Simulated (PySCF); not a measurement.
C6H12.
Numbering: `[CH3:1][CH2:2]/[CH:3]=[CH:4]/[CH2:5][CH3:6]` (hydrogens: H7, H8, H9 on C1; H10, H11 on C2; H12 on C3; H13 on C4; H14, H15 on C5; H16, H17, H18 on C6)

The same species was optimised twice, with GFN2-xTB and with PBE0-D3(BJ)/def2-SVP (PySCF), and the same property calculations (PySCF, gas phase) were run on both structures.

```csv
coordinate,GFN2-xTB,PBE0-D3(BJ)/def2-SVP,change
C3=C4 (Å),1.322,1.336,+0.014
C1–C2 (Å),1.529,1.526,-0.003
C5–C6 (Å),1.529,1.526,-0.003
C4–C5 (Å),1.496,1.496,0.000
C2–C3 (Å),1.496,1.496,0.000
C4–C5–C6 (°),111.1,112.9,+1.8
C1–C2–C3 (°),111.1,112.9,+1.8
C3–C4–C5 (°),124.9,125.5,+0.6
C2–C3–C4 (°),124.9,125.5,+0.6
C1–C2–C3–C4 (°),-118,-118,0
C3–C4–C5–C6 (°),-118,-118,0
```

Rotational constants: A = 9243, B = 1397, C = 1314 MHz (GFN2-xTB) against A = 9324, B = 1362, C = 1286 MHz (PBE0-D3(BJ)/def2-SVP). Point groups within 0.08 Å: C2 and C2.

On the GFN2-xTB structure: HOMO (eV) -6.97 [PBE0/pcSseg-1]; LUMO (eV) 0.69 [PBE0/pcSseg-1]; dipole (D) 0.02 [PBE0/pcSseg-1]; GIAO shielding of C1/C6 (mean) (ppm) 169.2 [PBE0/pcSseg-1]; GIAO shielding of C2/C5 (mean) (ppm) 154.6 [PBE0/pcSseg-1]; GIAO shielding of C3/C4 (mean) (ppm) 46.9 [PBE0/pcSseg-1].

**Question.** What do these properties become on the PBE0-D3(BJ)/def2-SVP structure?

**Answer.** 
```csv
property,level,on GFN2-xTB,on PBE0-D3(BJ)/def2-SVP,change
HOMO (eV),PBE0/pcSseg-1,-6.97,-6.95,+0.02
LUMO (eV),PBE0/pcSseg-1,0.69,0.57,-0.12
dipole (D),PBE0/pcSseg-1,0.02,0.02,0.00
"energy, GFN2-xTB geometry as zero (kcal/mol)",PBE0/pcSseg-1,0.0,-0.6,-0.6
GIAO shielding of C1/C6 (mean) (ppm),PBE0/pcSseg-1,169.2,167.4,-1.8
GIAO shielding of C2/C5 (mean) (ppm),PBE0/pcSseg-1,154.6,153.6,-1.0
GIAO shielding of C3/C4 (mean) (ppm),PBE0/pcSseg-1,46.9,43.9,-3.0
```

The heavy atoms differ by 0.028 Å rms after alignment. Among bonds between heavy atoms C3=C4 changes most (+0.014 Å). Changes are differences of the printed values. Neither structure is proved a minimum here.

Shape of the structure used: `[CH3:1][CH2:2]/[CH:3]=[CH:4]/[CH2:5][CH3:6]`: C1–C2–C3–C4 -118°, C3–C4–C5–C6 -118°.
